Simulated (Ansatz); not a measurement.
# SiHF2− (SMILES F[SiH-]F): functionals against CCSD(T) at one geometry

An exercise on one series of results from a longer session: the logs are not shown, and one member is left open.

The runs use Ansatz 0.2.0, Gaussian basis; single points in def2-TZVPPD.

Cores are frozen in the correlated methods.

## The system as given

SMILES `F[SiH-]F`, 4 atoms, charge -1, spin multiplicity 1.

Atoms are counted from 1 here; the program's logs count them from 0.

Bond lengths: F1–Si2 1.729 Å, Si2–F3 1.661 Å, Si2–H4 1.508 Å. Angles: F1–Si2–F3 94.6°, F1–Si2–H4 97.3°, F3–Si2–H4 99.4°.

Geometry (Å):

```xyz
4
charge -1, multiplicity 1
F     1.2506    0.6417   -0.3252
Si   -0.0574   -0.4872   -0.3899
F    -1.2378    0.6641   -0.1889
H     0.0468   -0.9843    1.0299
```

The first run:

File run/in.yaml:

```yaml
crystal:
  periodic: [false, false, false]
  atoms:
    - {symbol: F, position_ang: [1.250600, 0.641700, -0.325200]}
    - {symbol: Si, position_ang: [-0.057400, -0.487200, -0.389900]}
    - {symbol: F, position_ang: [-1.237800, 0.664100, -0.188900]}
    - {symbol: H, position_ang: [0.046800, -0.984300, 1.029900]}
basis:
  gaussian: {orbitals: "def2-TZVPPD.json"}
total_charge: -1
correlation: {method: ccsd_t}
output: {forces: true}
```

The basis file named in the input lies beside it (Basis Set Exchange, JSON).

The command line of these runs was not kept.

Among the steps run: CCSD(T)/def2-TZVPPD; PBE0-D4/def2-TZVPPD; wB97M-V/def2-TZVPPD; r2SCAN-D4/def2-TZVPPD; PBE-D4/def2-TZVPPD; CAM-B3LYP-D4/def2-TZVPPD; BLYP-D4/def2-TZVPPD.

One of the session's tables, all rows but one given; the rest of the session is left out.

```
      method  RMS force component (eV/Å)  angle to CCSD(T) forces (°)
     CCSD(T)                       0.523                    reference
     PBE0-D4                       0.562                          5.4
     wB97M-V                       0.528                          6.9
   r2SCAN-D4                           ?                            ?
      PBE-D4                       0.621                         26.8
CAM-B3LYP-D4                       0.525                          2.9
     BLYP-D4                       0.626                         34.7
```

Estimate the missing values for r2SCAN-D4.

The run gave: RMS force component (eV/Å): 0.560; angle to CCSD(T) forces (°): 5.1. In the column «RMS force component (eV/Å)» it lies between wB97M-V (0.528) and PBE0-D4 (0.562).

Caveats from the session: The anion's highest level is positive in at least one run, so there the basis alone may hold the extra electron.
